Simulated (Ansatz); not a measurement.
A made-up structure of MgNH₂ (charge -1), closed shell:

```json
{"atom": "N1", "x (Å)": "0.0630", "y (Å)": "0.6624", "z (Å)": "-0.2347"}
{"atom": "Mg2", "x (Å)": "-0.0528", "y (Å)": "-1.0335", "z (Å)": "0.3753"}
{"atom": "H3", "x (Å)": "-0.7741", "y (Å)": "-2.5380", "z (Å)": "0.7930"}
{"atom": "H4", "x (Å)": "0.2972", "y (Å)": "1.6068", "z (Å)": "-0.5406"}
```

It is relaxed with PBE-D4/def2-SVPD and then PBE0-D4/def2-TZVPD (Ansatz 0.2.0). Atoms count as bonded within 1.22 times the sum of their covalent radii (H–H: 0.88 Å). The end point is not checked to be a true minimum.

Task: Does its bonding change? (Judge from chemistry; the calculation decides.)

Result: Computed: No: no bond forms or breaks.

Where it ends: The first stage lowers the energy by 0.07 eV in 8 steps. It ends as MgNH₂ ([NH][MgH]), total charge -1:
| atom | x (Å) | y (Å) | z (Å) |
| --- | --- | --- | --- |
| N1 | -0.0272 | 0.7085 | -0.2699 |
| Mg2 | -0.2041 | -0.9867 | 0.3276 |
| H3 | -0.6673 | -2.6009 | 0.8378 |
| H4 | 0.4319 | 1.5768 | -0.5025 |

Labels in which every atom is bracketed show which atoms are joined, not bond orders.

For scale, one of the runs: PBE0-D4/def2-TZVPD relaxation, 90 basis functions, launched by `ansatz run in.yaml --threads 2 --pin off --events-out ev --progress --plain --max-ram 4352MiB`. Hardware: 2 CPU threads of an Intel Xeon 6975P-C, shared host. Wall time about 6.5 s.
